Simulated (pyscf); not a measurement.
Four-centre exchange: `[Cl][BH][Cl]` + `[FH]` → `[F][Cl]` + `[BH2][Cl]`

Gas phase, singlet surface, charge 0. Bonds broken: Cl1–B2, F5–H6. Bonds formed: Cl1–F5, B2–H6. Single points on ωB97X-D3(BJ)/def2-SVP structures (PySCF, gas phase). Correlated levels are frozen-core, on RHF or UHF. ΔMP2 is the change of the MP2 total energy from the triple- to the quadruple-zeta basis.

Transition state (Å):

```xyz
6

Cl     1.1411     0.1932    -1.2554
B      0.0050     0.7640     0.0111
Cl     0.6978     1.4976     1.4646
H     -1.0765     1.0832    -0.4214
F      0.9949    -1.6330    -0.5695
H     -0.0857    -0.6036     0.0934
```

One imaginary mode, 1394i cm⁻¹; descent along it reached the two sides named.

| bond | change | reactant side (Å) | saddle | product side |
|---|---|---|---|---|
| Cl1–B2 | breaks | 1.739 | 1.795 | 3.0 |
| F5–H6 | breaks | 0.928 | 1.633 | 2.8 |
| Cl1–F5 | forms | 3.3 | 1.956 | 1.643 |
| B2–H6 | forms | 2.595 | 1.373 | 1.202 |

Electronic energies relative to the separated reactants (kJ/mol):

| level | barrier | reaction energy | reverse barrier |
|---|---|---|---|
| ωB97X-D3(BJ)/def2-TZVP | 539.2 | +381.2 | 158.0 |
| PBE/def2-TZVP | 430.9 | +367.5 | 63.4 |
| r²SCAN/def2-TZVP | 472.8 | +385.6 | 87.3 |
| B3LYP-D3(BJ)/def2-TZVP | 498.0 | +371.2 | 126.8 |
| PBE0-D3(BJ)/def2-TZVP | 503.1 | +387.4 | 115.7 |
| M06-2X/def2-TZVP | 556.3 | +384.6 | 171.7 |
| ωB97M-D3(BJ)/def2-TZVP | 532.1 | +379.2 | 152.9 |
| HF/def2-TZVP | 732.7 | +390.0 | 342.7 |
| MP2/def2-QZVPP | 539.6 | +417.7 | 121.9 |
| CCSD/def2-TZVPP | 583.4 | +394.8 | 188.6 |
| CCSD(T)/def2-TZVPP | 540.1 | +393.7 | 146.4 |
| CCSD(T)/def2-TZVPP + ΔMP2(QZVPP) | 535.9 | +393.9 | 142.0 |

With CCSD(T)/def2-TZVPP + ΔMP2(QZVPP) energies and thermal terms (ideal gas, 1 atm, RRHO with modes under 100 cm⁻¹ raised to 100, one conformer, R ln 2 for chiral ones without a mode under 150 cm⁻¹), in kJ/mol:

```json
[
 {"T (K)": "298", "ΔH‡": "522.8", "ΔG‡": "561.9", "ΔH": "+389.2", "ΔG": "+386.0"},
 {"T (K)": "600", "ΔH‡": "523.4", "ΔG‡": "601.5", "ΔH": "+387.8", "ΔG": "+383.3"},
 {"T (K)": "900", "ΔH‡": "525.6", "ΔG‡": "640.2", "ΔH": "+387.3", "ΔG": "+381.3"},
 {"T (K)": "1200", "ΔH‡": "528.2", "ΔG‡": "678.0", "ΔH": "+387.5", "ΔG": "+379.2"}
]
```

The same reactants have a lower exit, to HCl + F–BH–Cl (barrier +49.1 kJ/mol at ωB97M-D3(BJ), against +532.1 kJ/mol here). One saddle was located; it need not be the lowest between these sides. One closed-shell reference is unstable to symmetry breaking; treat the single-reference values with care. The CCSD(T) − MP2 part came from Ansatz, without density fitting, on the same reference.
